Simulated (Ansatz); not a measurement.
We consider tetradymite Bi2Te3, described by r²SCAN (Ansatz, an electronic-structure program, plane waves, PAW).

Rigid layers of the crystal as relaxed at this level are moved apart or together:

| run | layer repeat (Å) | energy against free layers (meV/Å²) | gap on the mesh (eV) |
|---|---|---|---|
| 1 | 9.8633 | 5.36 | 0.385 |
| 2 | 10.013 | 1.20 | 0.418 |
| 3 | 10.163 | -1.63 | 0.484 |
| 4 | 10.363 | -3.92 | 0.603 |
| 5 | 10.663 | -5.26 | 0.804 |
| 6 | 11.163 | -4.72 | 1.058 |
| 7 | 12.163 | -1.82 | 1.164 |
| 8 | 14.163 | -0.08 | 1.220 |

The lowest energy of these points lies at a layer repeat of 10.66 Å.

Spin–orbit coupling is not included.

Note: the cell comes from a level without a dispersion term, which matters for the spacing of layers, chains or molecules.
